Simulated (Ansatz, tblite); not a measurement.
# The cluster CuTe₂: a ladder of methods and basis sets

One table from this session's results is given with a row withheld; the runs are named, their logs left out.

The runs use Ansatz 0.2.0, Gaussian basis; as each input shows.

Levels to be run: GFN1-xTB, GFN2-xTB, PBE-D4/def2-TZVP, r2SCAN-D4/def2-TZVP, B97M-V/def2-TZVP, HSE06-D4/def2-TZVP, BHLYP-D4/def2-TZVP, BLYP-D4/def2-TZVP, ωB97X-V/def2-TZVP, r2SCANh-D4/def2-TZVP, r2SCAN0-D4/def2-TZVP, PBE-D4/def2-SVP, PBE0-D4/def2-SVP, PBE0-D4/def2-TZVPD, PBE-D4/def2-TZVPD, r2SCAN-D4/def2-TZVPD, CCSD(T)/def2-SVP, MP2/def2-TZVP, RPA/def2-TZVP.

5 further runs of the same task are left out: 1 for a known fault of the program, 1 that didn't finish, 3 set aside as unsound or not needed.

### The relaxed structure

The doublet was relaxed beforehand with PBE-D4/def2-TZVP. At that level it is the lowest of the isomers that a small search found.

3 atoms, charge 0, spin multiplicity 2.

Bond lengths: Cu1–Te2 2.462 Å, Cu1–Te3 2.462 Å, Te2–Te3 2.816 Å. Angles: Te2–Cu1–Te3 69.8°, Cu1–Te2–Te3 55.1°, Cu1–Te3–Te2 55.1°.

Geometry (Å):

```xyz
3

Cu   -0.87743   -0.59781   -0.82834
Te   -0.37793   -0.02662    1.51414
Te    1.25536    0.62443   -0.68580
```

Te takes a core potential in the def2 sets. No spin-orbit coupling is included.

PBE0-D4/def2-TZVP was run before; its log isn't repeated, and its numbers join the tables.

The first run:

Tight binding, by tblite at 300 K electronic temperature and without a spin-polarisation term:

```python
tblite.interface.Calculator('GFN1-xTB', numbers, positions, charge=0, uhf=1).singlepoint()
```

Tight binding, by tblite at 300 K electronic temperature and without a spin-polarisation term:

```python
tblite.interface.Calculator('GFN2-xTB', numbers, positions, charge=0, uhf=1).singlepoint()
```

start.molden holds the orbitals of an earlier run on this state, given as this run's starting guess.

Input file in.yaml:

```yaml
crystal:
  periodic: [false, false, false]
  atoms:
    - {symbol: Cu, position_ang: [-0.877428, -0.597806, -0.828344]}
    - {symbol: Te, position_ang: [-0.377926, -0.026621, 1.514141]}
    - {symbol: Te, position_ang: [1.255364, 0.624427, -0.685797]}
basis:
  gaussian: {orbitals: def2-TZVP, initial_orbitals: start.molden}
magnetization: {spin_polarized: true, initial_magnetization: 1}
hamiltonian: {xc: pbe, dispersion: d4}
scf: {omitted_lower_state_checks: [starts]}
output: {orbitals: {seedname: orbitals}}
```

The run is started by

```bash
$ ansatz run in.yaml --threads 2 --pin off --events-out ev --progress --plain --max-ram 4352MiB
```

Steps of the session up to this table: PBE-D4/def2-TZVP; r2SCAN-D4/def2-TZVP; B97M-V/def2-TZVP; HSE06-D4/def2-TZVP; BHLYP-D4/def2-TZVP; BLYP-D4/def2-TZVP; ωB97X-V/def2-TZVP; r2SCANh-D4/def2-TZVP; r2SCAN0-D4/def2-TZVP; PBE-D4/def2-SVP; PBE0-D4/def2-SVP; PBE0-D4/def2-TZVPD; PBE-D4/def2-TZVPD; r2SCAN-D4/def2-TZVPD; CCSD(T)/def2-SVP; MP2/def2-TZVP; RPA/def2-TZVP.

One of the session's tables, all rows but one given; the rest of the session is left out.

It belongs to the step «Levels side by side». 

| level | HOMO (eV) | LUMO (eV) | gap (eV) |
| --- | --- | --- | --- |
| PBE-D4/def2-SVP | -4.51 | -4.19 | 0.31 |
| PBE-D4/def2-TZVP | -4.82 | -4.40 | 0.42 |
| PBE-D4/def2-TZVPD | -4.85 | -4.43 | 0.42 |
| BLYP-D4/def2-TZVP | ? | ? | ? |
| r2SCAN-D4/def2-TZVP | -4.97 | -4.31 | 0.66 |
| r2SCAN-D4/def2-TZVPD | -4.98 | -4.32 | 0.66 |
| B97M-V/def2-TZVP | -4.91 | -4.19 | 0.73 |
| r2SCANh-D4/def2-TZVP | -5.32 | -4.05 | 1.27 |
| PBE0-D4/def2-SVP | -5.50 | -3.60 | 1.90 |
| PBE0-D4/def2-TZVP | -5.74 | -3.75 | 2.00 |
| PBE0-D4/def2-TZVPD | -5.76 | -3.77 | 2.00 |
| r2SCAN0-D4/def2-TZVP | -5.86 | -3.66 | 2.20 |
| HSE06-D4/def2-TZVP | -5.36 | -4.11 | 1.25 |
| BHLYP-D4/def2-TZVP | -6.53 | -3.00 | 3.53 |
| ωB97X-V/def2-TZVP | -7.79 | -2.04 | 5.75 |

Q: Estimate the row for BLYP-D4/def2-TZVP from the others.

**Answer.** HOMO (eV): -4.67; LUMO (eV): -4.32; gap (eV): 0.35. In the column «HOMO (eV)» it lies between PBE-D4/def2-TZVP (-4.82) and PBE-D4/def2-SVP (-4.51).
